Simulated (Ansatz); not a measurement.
# C3H4Cl2: a ladder of functionals and wavefunction methods

One table from this session's results is given with a row withheld; the runs are named, their logs left out.

Method: functionals in def2-TZVPP, the program's frozen cores in correlated methods; program: Ansatz 0.2.0, Gaussian basis.

The runs, in order: PBE-D4, r2SCAN-D4, PBE0-D4, B3LYP-D4, ωB97X-V, ωB97M-V, B2PLYP; CCSD(T)/def2-TZVPP; MP2/def2-QZVPP; extrapolation to the limit.

## Structure used throughout

The geometry comes from an earlier relaxation with PBE0-D4 in a triple-zeta def2 set; it is a stationary point, not always the lowest conformer.

9 atoms, charge 0, spin multiplicity 1.

Atoms are counted from 1 here; the program's logs count them from 0.

Bond lengths: C1–C2 1.482 Å, C1–H6 1.089 Å, C1–H7 1.093 Å, C1–H8 1.093 Å, C2–Cl3 1.734 Å, C2–C4 1.327 Å, C4–Cl5 1.717 Å, C4–H9 1.080 Å. Angles: C2–C1–H6 110.6°, C2–C1–H7 110.2°, C2–C1–H8 110.2°, H6–C1–H7 109.1°, H6–C1–H8 109.1°, H7–C1–H8 107.4°, C1–C2–Cl3 114.9°, C1–C2–C4 128.1°, Cl3–C2–C4 117.0°, C2–C4–Cl5 123.2°, C2–C4–H9 122.6°, Cl5–C4–H9 114.2°.

Set-up of the first run:

The input, in.yaml:

```yaml
crystal:
  periodic: [false, false, false]
  atoms:
    - {symbol: C, position_ang: [-0.249592, -1.007842, -0.522939]}
    - {symbol: C, position_ang: [0.487578, 0.154181, 0.026349]}
    - {symbol: Cl, position_ang: [2.204411, 0.109783, -0.212472]}
    - {symbol: C, position_ang: [-0.004526, 1.206174, 0.668429]}
    - {symbol: Cl, position_ang: [-1.678720, 1.411223, 0.990925]}
    - {symbol: H, position_ang: [-1.317828, -0.908212, -0.335365]}
    - {symbol: H, position_ang: [-0.081106, -1.087616, -1.599799]}
    - {symbol: H, position_ang: [0.109299, -1.933446, -0.065937]}
    - {symbol: H, position_ang: [0.618885, 2.009456, 1.033808]}
basis:
  gaussian: {orbitals: def2-TZVPP}
hamiltonian: {xc: pbe, dispersion: d4}
output: {forces: true, orbitals: {seedname: orbitals}}
```

On the command line:

```
$ ansatz run in.yaml --threads 4 --pin off --events-out ev --progress --plain --max-ram 10444MiB
```

Steps of the session up to this table: PBE-D4 (GGA); r2SCAN-D4 (meta-GGA); PBE0-D4 (hybrid); B3LYP-D4 (hybrid); ωB97X-V (range-separated); ωB97M-V (range-separated); B2PLYP (double hybrid); CCSD(T) in def2-TZVPP; MP2 in def2-QZVPP.

One of the session's tables, all rows but one given; the rest of the session is left out.

It belongs to the step «Atomisation energies». 

```
            method  atomisation energy (kcal/mol)
            PBE-D4                          849.8
         r2SCAN-D4                          826.6
           PBE0-D4                          832.5
          B3LYP-D4                          818.2
           ωB97X-V                          821.0
           ωB97M-V                              ?
            B2PLYP                          810.5
     HF/def2-TZVPP                          593.3
    MP2/def2-TZVPP                          818.8
   CCSD/def2-TZVPP                          781.7
CCSD(T)/def2-TZVPP                          797.7
           MP2/CBS                          840.3
       CCSD(T)/CBS                          819.2
```

**Question.** Estimate the row for ωB97M-V.

**Answer.** atomisation energy (kcal/mol): 823.9. In the column «atomisation energy (kcal/mol)» it lies between ωB97X-V (821.0) and r2SCAN-D4 (826.6).
